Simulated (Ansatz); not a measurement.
Ansatz (a first-principles code) input (B3LYP-D3(BJ)/def2-TZVP):

Ansatz 0.2 input:
```yaml
crystal:
  periodic: [false, false, false]
  atoms:
    - {symbol: C, position_ang: [0.00665950, 1.54479392, 0.01509290]}
    - {symbol: C, position_ang: [1.17493834, 0.74565165, 0.01275948]}
    - {symbol: C, position_ang: [1.19231559, -0.65251117, -0.00079146]}
    - {symbol: C, position_ang: [-0.00587912, -1.36377009, -0.01332427]}
    - {symbol: C, position_ang: [-1.19789656, -0.64209902, -0.01185711]}
    - {symbol: C, position_ang: [-1.16846543, 0.75585990, 0.00191054]}
    - {symbol: H, position_ang: [2.15387681, 1.23679856, 0.02212182]}
    - {symbol: H, position_ang: [2.13917154, -1.19434108, -0.00165057]}
    - {symbol: H, position_ang: [-0.01056120, -2.44986618, -0.02393561]}
    - {symbol: H, position_ang: [-2.14938844, -1.17565942, -0.02150474]}
    - {symbol: H, position_ang: [-2.14313261, 1.25551703, 0.00222853]}
basis:
  gaussian:
    orbitals: def2-TZVP
hamiltonian:
  xc: b3lyp
  dispersion: d3bj
total_charge: -1
phonons: {temperatures: {t_min: 298.15, t_max: 298.15, t_step: 100}}
```

Output:

```
Functional definition: B3LYP
integrals: 0.13 GiB planned
1300 factors; their error is unknown
mean field: 1.28 GiB planned
mean field evaluation 1: about -6297.5519 eV, gradient 5.0e1 eV
mean field evaluation 2: about -6269.0974 eV, gradient 1.0e2 eV
mean field evaluation 4: about -6304.1770 eV, gradient 8.5e0 eV
mean field evaluation 8: about -6304.3584 eV, gradient 3.1e-1 eV
mean field evaluation 16: about -6304.3365 eV, gradient 5.3e-4 eV
mean field -6304.33649377 eV, -231.6800929132 hartree, gradient 6.6e-6 eV, S^2 0.000000; 0 other end points of the search recorded, 0 dependent functions left out
the calculation of the forces begins
reference -6304.33675654 eV, -231.6801025700 hartree; 21, 21 occupied and 195, 195 virtual orbitals, 1300 factors
these checks for a lower state are left out or cut short: stability, starts, cluster_reference, orbital_swaps, neighbouring_geometries, increment
integrals: 0.13 GiB planned
1300 factors; their error is unknown
mean field: 1.28 GiB planned
mean field -6304.33643871 eV, -231.6800908900 hartree, gradient 3.4e-6 eV, S^2 0.000000; 0 other end points of the search recorded, 0 dependent functions left out
the calculation of the forces begins
reference -6304.33670154 eV, -231.6801005485 hartree; 21, 21 occupied and 195, 195 virtual orbitals, 1300 factors
these checks for a lower state are left out or cut short: stability, starts, cluster_reference, orbital_swaps, neighbouring_geometries, increment
integrals: 0.13 GiB planned
1300 factors; their error is unknown
mean field: 1.28 GiB planned
mean field evaluation 32: about -6304.3356 eV, gradient 6.8e-1 eV
mean field -6304.33637086 eV, -231.6800883966 hartree, gradient 3.4e-6 eV, S^2 0.000000; 0 other end points of the search recorded, 0 dependent functions left out
the calculation of the forces begins
reference -6304.33663359 eV, -231.6800980516 hartree; 21, 21 occupied and 195, 195 virtual orbitals, 1300 factors
these checks for a lower state are left out or cut short: stability, starts, cluster_reference, orbital_swaps, neighbouring_geometries, increment
integrals: 0.13 GiB planned
1300 factors; their error is unknown
mean field: 1.28 GiB planned
mean field -6304.33633266 eV, -231.6800869928 hartree, gradient 3.7e-6 eV, S^2 0.000000; 0 other end points of the search recorded, 0 dependent functions left out
the calculation of the forces begins
reference -6304.33659545 eV, -231.6800966499 hartree; 21, 21 occupied and 195, 195 virtual orbitals, 1300 factors
these checks for a lower state are left out or cut short: stability, starts, cluster_reference, orbital_swaps, neighbouring_geometries, increment
integrals: 0.13 GiB planned
1300 factors; their error is unknown
mean field: 1.28 GiB planned
mean field -6304.33629236 eV, -231.6800855116 hartree, gradient 3.8e-6 eV, S^2 0.000000; 0 other end points of the search recorded, 0 dependent functions left out
the calculation of the forces begins
reference -6304.33655512 eV, -231.6800951680 hartree; 21, 21 occupied and 195, 195 virtual orbitals, 1300 factors
these checks for a lower state are left out or cut short: stability, starts, cluster_reference, orbital_swaps, neighbouring_geometries, increment
integrals: 0.13 GiB planned
1300 factors; their error is unknown
mean field: 1.28 GiB planned
mean field -6304.33639378 eV, -231.6800892389 hartree, gradient 3.7e-6 eV, S^2 0.000000; 0 other end points of the search recorded, 0 dependent functions left out
the calculation of the forces begins
reference -6304.33665661 eV, -231.6800988974 hartree; 21, 21 occupied and 195, 195 virtual orbitals, 1300 factors
these checks for a lower state are left out or cut short: stability, starts, cluster_reference, orbital_swaps, neighbouring_geometries, increment
integrals: 0.13 GiB planned
[...]
1300 factors; their error is unknown
mean field: 1.28 GiB planned
mean field -6304.33639310 eV, -231.6800892137 hartree, gradient 3.7e-6 eV, S^2 0.000000; 0 other end points of the search recorded, 0 dependent functions left out
the calculation of the forces begins
reference -6304.33665592 eV, -231.6800988720 hartree; 21, 21 occupied and 195, 195 virtual orbitals, 1300 factors
these checks for a lower state are left out or cut short: stability, starts, cluster_reference, orbital_swaps, neighbouring_geometries, increment
integrals: 0.13 GiB planned
1300 factors; their error is unknown
mean field: 1.28 GiB planned
mean field evaluation 96: about -6304.3364 eV, gradient 3.8e-6 eV
mean field -6304.33635115 eV, -231.6800876720 hartree, gradient 3.8e-6 eV, S^2 0.000000; 0 other end points of the search recorded, 0 dependent functions left out
the calculation of the forces begins
reference -6304.33661388 eV, -231.6800973273 hartree; 21, 21 occupied and 195, 195 virtual orbitals, 1300 factors
these checks for a lower state are left out or cut short: stability, starts, cluster_reference, orbital_swaps, neighbouring_geometries, increment
integrals: 0.13 GiB planned
1300 factors; their error is unknown
mean field: 1.28 GiB planned
mean field -6304.33632613 eV, -231.6800867526 hartree, gradient 3.7e-6 eV, S^2 0.000000; 0 other end points of the search recorded, 0 dependent functions left out
the calculation of the forces begins
reference -6304.33658890 eV, -231.6800964092 hartree; 21, 21 occupied and 195, 195 virtual orbitals, 1300 factors
these checks for a lower state are left out or cut short: stability, starts, cluster_reference, orbital_swaps, neighbouring_geometries, increment
integrals: 0.13 GiB planned
1300 factors; their error is unknown
mean field: 1.28 GiB planned
mean field -6304.33636624 eV, -231.6800882266 hartree, gradient 3.8e-6 eV, S^2 0.000000; 0 other end points of the search recorded, 0 dependent functions left out
the calculation of the forces begins
reference -6304.33662901 eV, -231.6800978834 hartree; 21, 21 occupied and 195, 195 virtual orbitals, 1300 factors
these checks for a lower state are left out or cut short: stability, starts, cluster_reference, orbital_swaps, neighbouring_geometries, increment
integrals: 0.13 GiB planned
1300 factors; their error is unknown
mean field: 1.28 GiB planned
mean field -6304.33647702 eV, -231.6800922977 hartree, gradient 3.7e-6 eV, S^2 0.000000; 0 other end points of the search recorded, 0 dependent functions left out
the calculation of the forces begins
reference -6304.33673979 eV, -231.6801019543 hartree; 21, 21 occupied and 195, 195 virtual orbitals, 1300 factors
these checks for a lower state are left out or cut short: stability, starts, cluster_reference, orbital_swaps, neighbouring_geometries, increment
integrals: 0.13 GiB planned
1300 factors; their error is unknown
mean field: 1.28 GiB planned
mean field -6304.33643943 eV, -231.6800909164 hartree, gradient 3.7e-6 eV, S^2 0.000000; 0 other end points of the search recorded, 0 dependent functions left out
the calculation of the forces begins
reference -6304.33670221 eV, -231.6801005733 hartree; 21, 21 occupied and 195, 195 virtual orbitals, 1300 factors
these checks for a lower state are left out or cut short: stability, starts, cluster_reference, orbital_swaps, neighbouring_geometries, increment
integrals: 0.13 GiB planned
1300 factors; their error is unknown
mean field: 1.28 GiB planned
mean field evaluation 128: about -6304.3568 eV, gradient 5.4e-4 eV
mean field -6304.33647014 eV, -231.6800920450 hartree, gradient 3.7e-6 eV, S^2 0.000000; 0 other end points of the search recorded, 0 dependent functions left out
the calculation of the forces begins
reference -6304.33673290 eV, -231.6801017012 hartree; 21, 21 occupied and 195, 195 virtual orbitals, 1300 factors
these checks for a lower state are left out or cut short: stability, starts, cluster_reference, orbital_swaps, neighbouring_geometries, increment
integrals: 0.13 GiB planned
1300 factors; their error is unknown
mean field: 1.28 GiB planned
mean field -6304.33643062 eV, -231.6800905927 hartree, gradient 3.6e-6 eV, S^2 0.000000; 0 other end points of the search recorded, 0 dependent functions left out
the calculation of the forces begins
reference -6304.33669341 eV, -231.6801002499 hartree; 21, 21 occupied and 195, 195 virtual orbitals, 1300 factors
these checks for a lower state are left out or cut short: stability, starts, cluster_reference, orbital_swaps, neighbouring_geometries, increment
integrals: 0.13 GiB planned
1300 factors; their error is unknown
mean field: 1.28 GiB planned
mean field -6304.33644034 eV, -231.6800909497 hartree, gradient 3.7e-6 eV, S^2 0.000000; 0 other end points of the search recorded, 0 dependent functions left out
the calculation of the forces begins
reference -6304.33670313 eV, -231.6801006072 hartree; 21, 21 occupied and 195, 195 virtual orbitals, 1300 factors
these checks for a lower state are left out or cut short: stability, starts, cluster_reference, orbital_swaps, neighbouring_geometries, increment
integrals: 0.13 GiB planned
1300 factors; their error is unknown
mean field: 1.28 GiB planned
mean field -6304.33647313 eV, -231.6800921546 hartree, gradient 3.5e-6 eV, S^2 0.000000; 0 other end points of the search recorded, 0 dependent functions left out
the calculation of the forces begins
reference -6304.33673588 eV, -231.6801018106 hartree; 21, 21 occupied and 195, 195 virtual orbitals, 1300 factors
these checks for a lower state are left out or cut short: stability, starts, cluster_reference, orbital_swaps, neighbouring_geometries, increment
integrals: 0.13 GiB planned
1300 factors; their error is unknown
mean field: 1.28 GiB planned
mean field evaluation 160: about -6304.3365 eV, gradient 6.0e-4 eV
mean field -6304.33647189 eV, -231.6800921093 hartree, gradient 3.7e-6 eV, S^2 0.000000; 0 other end points of the search recorded, 0 dependent functions left out
the calculation of the forces begins
reference -6304.33673465 eV, -231.6801017655 hartree; 21, 21 occupied and 195, 195 virtual orbitals, 1300 factors
these checks for a lower state are left out or cut short: stability, starts, cluster_reference, orbital_swaps, neighbouring_geometries, increment
integrals: 0.13 GiB planned
1300 factors; their error is unknown
mean field: 1.28 GiB planned
mean field -6304.33642848 eV, -231.6800905139 hartree, gradient 3.7e-6 eV, S^2 0.000000; 0 other end points of the search recorded, 0 dependent functions left out
the calculation of the forces begins
reference -6304.33669127 eV, -231.6801001713 hartree; 21, 21 occupied and 195, 195 virtual orbitals, 1300 factors
these checks for a lower state are left out or cut short: stability, starts, cluster_reference, orbital_swaps, neighbouring_geometries, increment
integrals: 0.13 GiB planned
1300 factors; their error is unknown
mean field: 1.28 GiB planned
mean field -6304.33643126 eV, -231.6800906161 hartree, gradient 3.8e-6 eV, S^2 0.000000; 0 other end points of the search recorded, 0 dependent functions left out
the calculation of the forces begins
reference -6304.33669402 eV, -231.6801002723 hartree; 21, 21 occupied and 195, 195 virtual orbitals, 1300 factors
these checks for a lower state are left out or cut short: stability, starts, cluster_reference, orbital_swaps, neighbouring_geometries, increment
integrals: 0.13 GiB planned
1300 factors; their error is unknown
mean field: 1.28 GiB planned
mean field -6304.33647131 eV, -231.6800920880 hartree, gradient 3.5e-6 eV, S^2 0.000000; 0 other end points of the search recorded, 0 dependent functions left out
the calculation of the forces begins
reference -6304.33673410 eV, -231.6801017454 hartree; 21, 21 occupied and 195, 195 virtual orbitals, 1300 factors
Total energy: -6304.81759913 eV, -231.6977732090 hartree
Atom 0 at     0.006659     1.544794     0.015093 Å, force     0.000002     0.000366     0.000004 eV/Å
Atom 1 at     1.174938     0.745652     0.012759 Å, force     0.000229    -0.000233    -0.000001 eV/Å
Atom 2 at     1.192316    -0.652511    -0.000791 Å, force    -0.000347    -0.000407    -0.000006 eV/Å
Atom 3 at    -0.005879    -1.363770    -0.013324 Å, force     0.000000     0.000075     0.000001 eV/Å
Atom 4 at    -1.197897    -0.642099    -0.011857 Å, force     0.000343    -0.000410    -0.000002 eV/Å
Atom 5 at    -1.168465     0.755860     0.001911 Å, force    -0.000231    -0.000231    -0.000003 eV/Å
Atom 6 at     2.153877     1.236799     0.022122 Å, force     0.000061     0.000137     0.000002 eV/Å
Atom 7 at     2.139172    -1.194341    -0.001651 Å, force     0.000123     0.000236     0.000003 eV/Å
Atom 8 at    -0.010561    -2.449866    -0.023936 Å, force     0.000000     0.000093     0.000001 eV/Å
Atom 9 at    -2.149388    -1.175659    -0.021505 Å, force    -0.000121     0.000237     0.000002 eV/Å
Atom 10 at    -2.143133     1.255517     0.002229 Å, force    -0.000060     0.000138     0.000001 eV/Å
Dipole moment:    -0.004487    -1.040881    -0.010170 e Å
Vibrations: 349.40 400.73 600.75 634.81 668.85 712.57 827.19 838.30 925.48 930.52 965.92 1014.62 1043.99 1055.52 1154.08 1192.97 1259.15 1337.73 1430.13 1451.05 1567.66 1571.74 2995.13 2995.77 3059.61 3064.91 3128.13 cm⁻¹, zero-point energy 2.304663 eV
```

It need not be the lowest isomer of its formula. Whether it binds its extra electron was not tested at this geometry.
